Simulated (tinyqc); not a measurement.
Extended Hueckel theory, for N2-, step by step. The parameters take no account of the charge, which enters only through the electron count, and nothing here shows that the anion is bound. One step of it, computed by the program tinyqc.

Question. Mulliken analysis. P = C n C^T; charge = valence electrons (N 5) minus the sum of (P S)_ii on the atom; overlap population = 2 sum P_ij S_ij between two atoms.

coefficients:
```
              MO1        MO2        MO3       MO4        MO5        MO6        MO7        MO8
1N 2s    0.602363   0.657135   0.000000  0.000000  -0.182613   0.000000   0.000000   0.922934
1N 2px   0.000000   0.000000  -0.086601  0.633937   0.000000   0.585352  -0.547283   0.000000
1N 2py   0.000000   0.000000   0.633937  0.086601   0.000000   0.547283   0.585352   0.000000
1N 2pz  -0.000222  -0.317498   0.000000  0.000000   0.640136   0.000000   0.000000   1.046393
2N 2s    0.602363  -0.657135   0.000000  0.000000  -0.182613   0.000000   0.000000  -0.922934
2N 2px   0.000000   0.000000  -0.086601  0.633937   0.000000  -0.585352   0.547283   0.000000
2N 2py   0.000000   0.000000   0.633937  0.086601   0.000000  -0.547283  -0.585352   0.000000
2N 2pz   0.000222  -0.317498   0.000000  0.000000  -0.640136   0.000000   0.000000   1.046393
```

occupations: 2.000000  2.000000  2.000000  2.000000  2.000000  0.500000  0.500000  0.000000

overlap S:
```
            1N 2s    1N 2px    1N 2py     1N 2pz     2N 2s    2N 2px    2N 2py     2N 2pz
1N 2s    1.000000  0.000000  0.000000   0.000000  0.378304  0.000000  0.000000  -0.393641
1N 2px   0.000000  1.000000  0.000000   0.000000  0.000000  0.221373  0.000000   0.000000
1N 2py   0.000000  0.000000  1.000000   0.000000  0.000000  0.000000  0.221373   0.000000
1N 2pz   0.000000  0.000000  0.000000   1.000000  0.393641  0.000000  0.000000  -0.332607
2N 2s    0.378304  0.000000  0.000000   0.393641  1.000000  0.000000  0.000000   0.000000
2N 2px   0.000000  0.221373  0.000000   0.000000  0.000000  1.000000  0.000000   0.000000
2N 2py   0.000000  0.000000  0.221373   0.000000  0.000000  0.000000  1.000000   0.000000
2N 2pz  -0.393641  0.000000  0.000000  -0.332607  0.000000  0.000000  0.000000   1.000000
```

Give: charges; Overlap populations.

Answer.

charges: 1N -0.5000, 2N -0.5000

Overlap populations:
```
pair     value
2-1   1.086304
```
